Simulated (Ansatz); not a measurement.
Relaxation of AlH8NSi (11 atoms, charge 0, multiplicity 1), to a largest force component of 0.03 eV/Å in at most 50 steps.

Level of theory: Ansatz, RHF/def2-SVP.

```xyz
11
Properties=species:S:1:pos:R:3
Al 0.242 -0.611 -0.264
H -0.776 0.643 1.976
H 1.625 0.124 -0.390
H -1.016 -0.280 -1.151
N 0.071 -1.993 0.984
H -0.846 -2.408 1.013
Si 1.235 -2.790 1.985
H 1.372 -4.235 1.665
H 2.551 -2.138 1.782
H 0.888 -2.707 3.429
H -0.623 -0.054 1.954
```

Task: Where does it end, and by what steps?

Result: It converged. The force dipped under the threshold on the way, but the program's further checks kept it going. After 12 steps the energy has fallen by 0.261 eV; H11 moved furthest, 1.04 Å.

| step | energy less start (eV) | largest force component (eV/Å) | accepted |
| --- | --- | --- | --- |
| 0 | 0.0000 | 1.600 | yes |
| 1 | -0.1706 | 0.697 | yes |
| 2 | -0.2263 | 0.427 | yes |
| 3 | -0.2462 | 0.192 | yes |
| 4 | -0.2573 | 0.053 | yes |
| 5 | -0.2593 | 0.040 | yes |
| 6 | -0.2599 | 0.014 | yes |
| 7 | -0.2602 | 0.042 | yes |
| 8 | -0.2604 | 0.027 | yes |
| 9 | -0.2605 | 0.015 | yes |
| 10 | -0.2607 | 0.053 | yes |
| 11 | -0.2606 | 0.080 | no |
| 12 | -0.2608 | 0.012 | yes |

```xyz
11
Properties=species:S:1:pos:R:3
Al 0.281 -0.828 -0.307
H -0.987 1.413 2.155
H 1.623 -0.006 -0.378
H -0.986 -0.480 -1.181
N 0.172 -2.227 0.800
H -0.716 -2.704 0.790
Si 1.312 -2.937 1.899
H 1.576 -4.364 1.583
H 2.584 -2.184 1.803
H 0.837 -2.889 3.306
H -0.972 0.756 2.511
```

Whether the end is a true minimum wasn't checked by a vibrational analysis.

Time of the run: 20 s on 1 thread of Arm Neoverse V1, with other jobs on the host, peak memory 0.15 GiB.
